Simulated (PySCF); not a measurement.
Stretching PN

Set-up: basis P def2-TZVP, N def2-TZVP; no relativity; PySCF 2.14. Energies in eV from P + N in their ground configurations at the same level. State: ¹Σ⁺ (singlet), closed shell.

All columns are PBE0. A positive dipole means P(−)N(+).

```csv
R (Å),E (eV),μ (D),Mulliken charge on P (basis-dependent),HOMO (eV),LUMO (eV),Mayer bond order,⟨S²⟩
1.275,-3.726,-2.94,0.09,-8.86,-1.50,2.97,0.00
1.335,-4.973,-2.92,0.15,-9.01,-1.73,2.95,0.00
1.394,-5.665,-2.89,0.20,-9.13,-1.96,2.93,0.00
1.438,-5.910,-2.86,0.23,-9.20,-2.14,2.91,0.00
1.483,-5.975,-2.84,0.26,-9.25,-2.32,2.90,0.00
1.528,-5.899,-2.82,0.27,-9.29,-2.50,2.89,0.00
1.587,-5.632,-2.79,0.28,-9.12,-2.74,2.89,0.00
1.661,-5.112,-2.76,0.28,-8.89,-3.02,2.89,0.00
1.750,-4.321,-2.73,0.27,-8.63,-3.34,2.91,0.00
1.869,-3.514,-2.12,0.21,-8.27,-3.19,1.95,1.00
```

A fit through these points gives, at Re = 1.479 Å, μ = -2.84 D and dμ/dR = 0.483 D/Å; the reduced mass is 9.643 u.

Task: How strong is the fundamental in the double-harmonic approximation, I = 42.26·(dμ/dR)²/μred km/mol?

Result: I = 42.26·(0.483)²/9.643 = 1.02 km/mol at PBE0.

The closed-shell solution turns unstable on stretching: from about 1.87 Å a spin-polarised solution lies lower.

⟨S²⟩ of the unrestricted solution departs from its pure value on part of the curve, where spin states mix.
